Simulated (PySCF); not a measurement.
Core binding energy against partial charge

Species: C3H3F2S (charge -1).
Z-matrix (Å and degrees, PBE0-D3(BJ)/def2-SVP geometry), rows numbered from 1:
```
F 
C   1  1.3841
F   2  1.3843  1  103.38
C   2  1.4626  1  112.82  3  -122.19
C   4  1.3714  2  122.51  1  -121.14
S   5  1.7080  4  130.45  2    -0.05
H   2  1.1025  1  108.41  3   114.98
H   4  1.0965  2  116.76  1    58.66
H   5  1.1064  4  113.46  2   179.93
```

Binding energies: delta-SCF UKS SCAN, pcX-2 on the ionised atom, pcseg-1 elsewhere, spin-free X2C in PySCF. Charges: PBE0/pcSseg-1 ground-state density, for the ionised atom.

```
atom                 environment  C 1s (eV)  Mulliken (e)  IAO (e)  Hirshfeld (e)  ESP (e)
  C4  carbon bonded to 2 C and H     284.92        -0.339   -0.334         -0.180   -0.434
  C5            alkene CH carbon     286.16        -0.197   -0.211         -0.095   -0.151
  C2                 CHF2 carbon     290.23        +0.548   +0.419         +0.107   +0.706
```

Q: Give the correlation coefficient and slope of binding energy on charge for each scheme.

A: ESP: r = 1.00, slope 4.7 eV per e; Hirshfeld: r = 1.00, slope 18.8 eV per e; IAO: r = 1.00, slope 6.9 eV per e; Mulliken: r = 1.00, slope 5.8 eV per e. On 3 points no scheme stands out.

Q: The point-charge model writes a binding energy as kq + V + constant, with V the potential of the other atoms' charges at the site. What does it give with the Hirshfeld charges?

A: V = Σ 14.40 eV Å × q/r over all other atoms: -4.50 eV at C4, -6.87 eV at C5, -7.90 eV at C2. Fitting binding energy − V to q gives k = 29.4 eV per e and leaves an rms residual of 0.47 eV, against 0.15 eV for the fit on q alone. The model has no term for differences in relaxation between sites.

Spin contamination (⟨S²⟩ against 0.75 for a pure doublet) is marked for C 1s of C5 (0.92), which makes this value less certain. The species carries charge -1, so core ionisation leaves a neutral species. The basis sets have no added diffuse functions. Geometry: PBE0-D3(BJ)/def2-SVP, one conformer, isolated ion. The geometry's basis has no diffuse functions, a weakness for an anion.
